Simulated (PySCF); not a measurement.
## Oxygen: a sound run and one with changed settings

Sound run: O [He] 2s2 2p4, O⁺ [He] 2s2 2p3. All numbers are calculated (PySCF 2.14, the non-relativistic Hamiltonian (point nucleus), in 6-31G* (3s2p1d, 14 functions)). In the sound run the correlated levels freeze 1s2. The sound run starts from symmetry-adapted Hartree-Fock orbitals and uses a fine grid where one is needed.

Changed run: basis STO-3G. This setting is unsound on purpose.

```tsv
species	method	sound run (hartree)	changed run (hartree)	converged
O	UHF	-74.78318	-73.80415	yes
O	r2SCAN	-75.02240	-74.01528	yes
O	PBE0	-74.98386	-73.97642	yes
O	MP2	-74.87816	-73.80415	yes
O⁺	UHF	-74.34108	-73.44358	yes
O⁺	r2SCAN	-74.52150	-73.60160	yes
O⁺	PBE0	-74.47896	-73.55716	yes
O⁺	MP2	-74.40172	-73.44358	yes
```

Ionisation energy of O:

| method | sound run (eV) | changed run (eV) |
| --- | --- | --- |
| UHF | 12.030 | 9.812 |
| r2SCAN | 13.630 | 11.257 |
| PBE0 | 13.739 | 11.409 |
| MP2 | 12.965 | 9.812 |
| SCS-MP2 | 12.965 | 9.812 |

A minimal basis cannot let orbitals breathe on ionisation and holds almost no correlation.

For comparison, NIST gives 13.618 eV between the lowest levels.
